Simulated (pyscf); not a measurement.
H₂C=Se + H₂ + H₂ -> H₃C–SeH + H₂ (multi-bond step; singlet surface; H–H, H–H broken, C–H, H–Se, H–H formed). PySCF, gas phase, ωB97X-D3(BJ)/def2-SVP geometries. Energies in eV from the separated reactants.

| level | barrier | reaction energy |
|---|---|---|
| ωB97X-D3(BJ)/def2-TZVP | 1.07 | -2.00 |
| B3LYP-D3(BJ)/def2-TZVP | 0.91 | -1.80 |
| PBE0-D3(BJ)/def2-TZVP | 0.73 | -2.02 |
| M06-2X/def2-TZVP | 1.13 | -1.88 |
| ωB97M-D3(BJ)/def2-TZVP | 1.07 | -1.91 |
| HF/def2-TZVP | 2.15 | -1.93 |

The functionals in the table span 0.40 eV in this barrier, from PBE0-D3(BJ) to M06-2X. One saddle was located; it need not be the lowest between these sides. Elements up to Kr have no core potential and no relativistic terms here.
